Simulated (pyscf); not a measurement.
PySCF, gas phase, ωB97X-D3(BJ)/def2-SVP geometries.

Question: For the elementary gas-phase step `[OH][Ta]([Cl])([Cl])([Cl])[Cl]` -> `[O]=[Ta]([Cl])([Cl])[Cl]` + `[ClH]` (singlet surface; H–O, Cl–Ta broken, Cl–H formed), what barrier and reaction energy does ωB97M-D3(BJ)/def2-TZVP give, measured from the reactant's lowest minimum found?

Answer: ΔE‡ = 23.0 kcal/mol, ΔE = +15.3 kcal/mol. Zero-point energy shifts the barrier by -3.1 kcal/mol. It is an elimination, with an imaginary mode of 1107i cm⁻¹. On the product side the descent ends in an adduct with a Cl–Ta contact, 5.2 kcal/mol under the separated species and 8.1 kcal/mol under the saddle at ωB97X-D3(BJ)/def2-TZVP. What is counted as broken (Cl–Ta) persists as a longer contact in the product adduct; parting that adduct is a step of its own. One saddle was located; it need not be the lowest between these sides. Elements past Kr carry the def2 core potentials, without spin-orbit coupling.
